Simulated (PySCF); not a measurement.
All values below come from PBE-D3(BJ)/def2-TZVP // B3LYP-D3(BJ)/def2-TZVP run with PySCF. Isolated molecules, 0 K electronic values unless said otherwise. One relaxed conformer stands for a flexible species; it need not be the lowest. Delta-SCF ions had no search for a lower state. 

Reference species (SMILES): `S` (neutral, multiplicity 1).

The HOMO is -6.19 eV and the LUMO is -0.43 eV. The vertical ionisation energy (Delta-SCF) comes out as 10.35 eV.

Changed species: `C(S)O` (H–O–C–S torsion 52°, O–C–S–H torsion 65°) (X = hydroxymethyl; the reference has X = H).

Predict the effect on the HOMO, LUMO and vertical ionisation energy (Delta-SCF).

the HOMO goes up by 0.27 eV, to -5.92 eV; the LUMO falls by 0.18 eV, to -0.61 eV; the vertical ionisation energy (Delta-SCF) falls by 0.92 eV, to 9.43 eV.
